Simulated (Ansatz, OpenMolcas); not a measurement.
**How methods differ on AlCl (aluminium monochloride)**

AlCl has 2 atoms, charge 0, and is taken as a singlet. As SMILES, `[Al][Cl]`. Geometry: the measured bond length.

```xyz
2

Al    0.0000    0.0000    0.0000
Cl    0.0000    0.0000    2.1301
```

Each level gives the energy change with the Al1–Cl2 bond stretched from 2.130 to 2.663 Å (eV). The values are calculated.

```json
{"level": "SVWN5/STO-3G (restricted)", "kind": "LDA", "program": "OpenMolcas", "value (eV)": "1.23", "less FCI/STO-3G": "+0.11", "CPU time (all runs)": "4.8 s"}
{"level": "revPBE/STO-3G (restricted)", "kind": "GGA", "program": "Ansatz", "value (eV)": "1.01", "less FCI/STO-3G": "-0.11", "CPU time (all runs)": "2 s"}
{"level": "M06-2X/STO-3G (restricted)", "kind": "hybrid meta-GGA", "program": "OpenMolcas", "value (eV)": "1.16", "less FCI/STO-3G": "+0.04", "CPU time (all runs)": "5.3 s"}
{"level": "PBE0/STO-3G (restricted)", "kind": "global hybrid", "program": "OpenMolcas", "value (eV)": "1.15", "less FCI/STO-3G": "+0.03", "CPU time (all runs)": "4.8 s"}
{"level": "HSE06/STO-3G (restricted)", "kind": "range-separated hybrid", "program": "Ansatz", "value (eV)": "1.15", "less FCI/STO-3G": "+0.03", "CPU time (all runs)": "2.7 s"}
{"level": "BCCD(T)/STO-3G (restricted)", "kind": "coupled cluster or CI", "program": "Ansatz", "value (eV)": "1.11", "less FCI/STO-3G": "-0.01", "CPU time (all runs)": "0.65 s"}
{"level": "CCSDT/STO-3G (restricted)", "kind": "coupled cluster or CI", "program": "Ansatz", "value (eV)": "1.12", "less FCI/STO-3G": "0.00", "CPU time (all runs)": "0.78 s"}
{"level": "CCSDTQ/STO-3G (restricted)", "kind": "coupled cluster or CI", "program": "Ansatz", "value (eV)": "1.12", "less FCI/STO-3G": "0.00", "CPU time (all runs)": "6.5 s"}
{"level": "FCI/STO-3G", "kind": "exact in the basis", "program": "OpenMolcas", "value (eV)": "1.12", "less FCI/STO-3G": "0.00", "CPU time (all runs)": "3.9 s"}
```

FCI/STO-3G is exact within its basis and frozen core, so for wave-function methods in that basis the difference is their error; functionals converge differently with the basis, so for them it is only a difference. The first shape isn't each level's own minimum. The values span 1.01 to 1.23 eV. All rows use very small basis sets, so even the best lies far from the true value. CPU times are rough (shared hosts, several kinds of processor): they show what a rung costs within a factor of a few.
